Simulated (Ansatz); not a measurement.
# C3H6O2: a ladder of functionals and wavefunction methods

One table from this session's results is given with a row withheld; the runs are named, their logs left out.

Method: functionals in def2-TZVPP, the program's frozen cores in correlated methods; program: Ansatz 0.2.0, Gaussian basis.

Levels to be run: PBE-D4, r2SCAN-D4, PBE0-D4, B3LYP-D4, ωB97X-V, ωB97M-V, B2PLYP; CCSD(T)/def2-TZVPP; MP2/def2-QZVPP; extrapolation to the limit.

**The relaxed structure**

The geometry comes from an earlier relaxation with PBE0-D4 in a triple-zeta def2 set; it is a stationary point, not always the lowest conformer.

SMILES `C=C(O)CO`, 11 atoms, charge 0, spin multiplicity 1.

Atoms are counted from 1 here; the program's logs count them from 0.

Bond lengths: C1–C2 1.328 Å, C1–H6 1.081 Å, C1–H7 1.082 Å, C2–O3 1.353 Å, C2–C4 1.500 Å, O3–H8 0.967 Å, C4–O5 1.419 Å, C4–H9 1.094 Å, C4–H10 1.094 Å, O5–H11 0.962 Å. Angles: C2–C1–H6 119.9°, C2–C1–H7 121.3°, H6–C1–H7 118.8°, C1–C2–O3 122.2°, C1–C2–C4 124.1°, O3–C2–C4 113.7°, C2–O3–H8 106.9°, C2–C4–O5 111.1°, C2–C4–H9 110.4°, C2–C4–H10 109.6°, O5–C4–H9 112.3°, O5–C4–H10 105.1°, H9–C4–H10 108.2°, C4–O5–H11 108.2°.

Geometry (Å):

```mol
C3H6O2
  3D, bonds by distance, orders not assigned

 11 10  0  0  0  0  0  0  0  0999 V2000
   -1.4665    0.1050    0.8290 C   0  0
   -0.3137   -0.3293    0.3321 C   0  0
   -0.0160   -1.6466    0.2485 O   0  0
    0.7901    0.5701   -0.1392 C   0  0
    1.4013    0.0581   -1.3134 O   0  0
   -1.6626    1.1666    0.8860 H   0  0
   -2.2130   -0.5834    1.2024 H   0  0
    0.7628   -1.7238   -0.3194 H   0  0
    0.4198    1.5900   -0.2757 H   0  0
    1.5878    0.5943    0.6095 H   0  0
    0.7752    0.1419   -2.0391 H   0  0
  1  2  8  0
  2  3  8  0
  2  4  8  0
  4  5  8  0
  1  6  8  0
  1  7  8  0
  3  8  8  0
  4  9  8  0
  4 10  8  0
  5 11  8  0
M  END
```

The first run:

in.yaml

```yaml
crystal:
  periodic: [false, false, false]
  atoms:
    - {symbol: C, position_ang: [-1.466473, 0.105027, 0.829039]}
    - {symbol: C, position_ang: [-0.313716, -0.329314, 0.332088]}
    - {symbol: O, position_ang: [-0.015999, -1.646616, 0.248472]}
    - {symbol: C, position_ang: [0.790060, 0.570115, -0.139166]}
    - {symbol: O, position_ang: [1.401292, 0.058143, -1.313407]}
    - {symbol: H, position_ang: [-1.662589, 1.166640, 0.885980]}
    - {symbol: H, position_ang: [-2.213009, -0.583404, 1.202392]}
    - {symbol: H, position_ang: [0.762797, -1.723762, -0.319421]}
    - {symbol: H, position_ang: [0.419848, 1.589973, -0.275693]}
    - {symbol: H, position_ang: [1.587816, 0.594325, 0.609482]}
    - {symbol: H, position_ang: [0.775174, 0.141871, -2.039065]}
basis:
  gaussian: {orbitals: def2-TZVPP}
hamiltonian: {xc: pbe, dispersion: d4}
output: {forces: true, orbitals: {seedname: orbitals}}
```

On the command line:

```
ansatz run in.yaml --threads 4 --pin off --events-out ev --progress --plain --max-ram 10444MiB
```

Among the steps run: PBE-D4 (GGA); r2SCAN-D4 (meta-GGA); PBE0-D4 (hybrid); B3LYP-D4 (hybrid); ωB97X-V (range-separated); ωB97M-V (range-separated); B2PLYP (double hybrid); CCSD(T) in def2-TZVPP; MP2 in def2-QZVPP.

One table of the session follows, with a row left open; its other results are not shown here.

```
            method  atoms, summed (eV)  atomisation energy (kcal/mol)
            PBE-D4           -7249.248                         1097.1
         r2SCAN-D4           -7254.979                         1067.8
           PBE0-D4           -7250.733                         1069.5
          B3LYP-D4           -7259.560                         1063.4
           ωB97X-V           -7256.721                         1063.9
           ωB97M-V           -7256.138                         1067.5
            B2PLYP           -7253.918                         1053.6
     HF/def2-TZVPP           -7230.271                          750.8
    MP2/def2-TZVPP           -7243.377                         1060.0
   CCSD/def2-TZVPP                   ?                              ?
CCSD(T)/def2-TZVPP           -7246.268                         1036.6
           MP2/CBS           -7245.908                         1088.1
       CCSD(T)/CBS           -7248.799                         1064.6
```

**Question.** Estimate the row for CCSD/def2-TZVPP.

**Answer.** atoms, summed (eV): -7245.947; atomisation energy (kcal/mol): 1018.4. In the column «atoms, summed (eV)» it lies between CCSD(T)/def2-TZVPP (-7246.268) and MP2/CBS (-7245.908).

To keep in mind: Free atoms (3 C, 2 O, 6 H) were run apart at each level; the atomisation energy is their sum less the molecule, without zero-point or spin-orbit terms.
